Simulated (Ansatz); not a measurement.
# TO(Γ) frequency of some cubic solids

Method: Hartree–Fock (plane waves, PAW; Ansatz, a program for electronic structure). References are measured values at room or unstated temperature, uncorrected unless marked, so that the deviations hold thermal and zero-point effects besides the level's error. The table is a random draw of 6 from 15 solids with such references.

Values in cm⁻¹.

```json
[
 {"solid": "rock-salt BaO", "reference": "146", "Hartree–Fock": "134", "deviation (%)": "-8.2"},
 {"solid": "zinc-blende GaP", "reference": "366", "Hartree–Fock": "372", "deviation (%)": "+1.6"},
 {"solid": "rock-salt NaF", "reference": "251 (239–262)", "Hartree–Fock": "244", "deviation (%)": "-2.8"},
 {"solid": "rock-salt MgS", "reference": "240", "Hartree–Fock": "190", "deviation (%)": "-21"},
 {"solid": "rock-salt SrO", "reference": "224", "Hartree–Fock": "225", "deviation (%)": "+0.4"},
 {"solid": "zinc-blende InAs", "reference": "217", "Hartree–Fock": "219", "deviation (%)": "+0.9"}
]
```

Over these 6 solids the mean deviation is -4.8 %, the mean absolute deviation 5.8 % (median 2.2 %), and the worst case rock-salt MgS at -21 %; the value is too high in 3 of 6 cases. Over all 15, from unrounded values, the mean deviation is -6.5 % and the mean absolute deviation 8.0 % (median 4.0 %).

Spin–orbit coupling is left out, also for the solids with elements from indium on (rock-salt BaO, zinc-blende InAs); its size isn't shown.

Brackets give the range of the sources taken for a reference, where it is wide; it can hold other temperatures.

Differences are worked out from the printed values.

Each level is taken at its own relaxed cell. Ansatz's density-functional and Hartree–Fock values are scalar-relativistic unless marked +SOC, with PAW data made under PBE.

Not in this set, of the solids of all kinds but layered and molecular ones with a reference value in our tables and a result at some level: 26 for no value at Hartree–Fock (not run, a failed fit, an unstable or unbound cell, or a value held back for tests); 7 for a reference of another kind, counted apart; 1 for a run that failed a test (Hartree–Fock); 1 for sources at odds. These can be a level's best or worst cases. At least 7 more with a reference value are held back for tests. Solids without a released value at any level aren't counted. The metals Ce to Yb are counted apart.

References as tabulated in Roshan et al. (2021), arXiv:2110.13857; Han and Bester (2011), arXiv:1107.0196; arXiv:2311.05107; Chmeruk and Núñez-Valdez (2023), arXiv:2212.11645 and others.
